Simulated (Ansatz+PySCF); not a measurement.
The numbers below are computed, except where a source is named.
A run of Ansatz (development build ahead of 0.2.0) on doublet C2H3 at this shape:

```yaml
atoms:
  - { symbol: H, position_ang: [0.9067, 1.2669, -2.2000] }
  - { symbol: H, position_ang: [0.9067, -1.2170, -2.2000] }
  - { symbol: H, position_ang: [-0.9412, -1.2170, -2.2000] }
  - { symbol: C, position_ang: [-0.0172, 0.7021, -2.2000] }
  - { symbol: C, position_ang: [-0.0172, -0.6522, -2.2000] }
```

Its results:

```json
{"Converged": "yes", "Reference energy": "-77.41600 hartree", "Correlation energy": "-0.27958 hartree", "Total energy": "-77.69559 hartree", "Spin squared of the determinant": "1.043", "Stability test": "minimum", "Occupied orbitals by symmetry in an Abelian subgroup (alpha; beta)": "7 A' 1 A''; 6 A' 1 A''"}
```

Forces (eV/Å):
```
atom      Fx      Fy     Fz
  H1  -0.394   0.640  0.000
  H2   0.085   0.200  0.000
  H3   0.072   0.041  0.000
  C4   1.169  -4.754  0.000
  C5  -0.932   3.873  0.000
```

(1) Which input gives this output? Name the method, the orbitals and the basis set, and write the input.

## Answers

(1) UHF-MP2 in cc-pVTZ.

```yaml
crystal:
  periodic: [false, false, false]
  atoms:
    - { symbol: H, position_ang: [0.90674, 1.26692, -2.2] }
    - { symbol: H, position_ang: [0.90674, -1.217, -2.2] }
    - { symbol: H, position_ang: [-0.94118, -1.217, -2.2] }
    - { symbol: C, position_ang: [-0.01722, 0.70214, -2.2] }
    - { symbol: C, position_ang: [-0.01722, -0.65222, -2.2] }
basis:
  gaussian: { orbitals: cc-pVTZ }
magnetization:
  spin_polarized: true
  initial_magnetization: 1
hamiltonian:
  xc: hf
correlation:
  method: mp2
  frozen_orbitals: { C: 1, H: 0 }
output:
  forces: true
```

Caution: the unrestricted determinant is spin contaminated; forces differ strongly between restricted and unrestricted references.
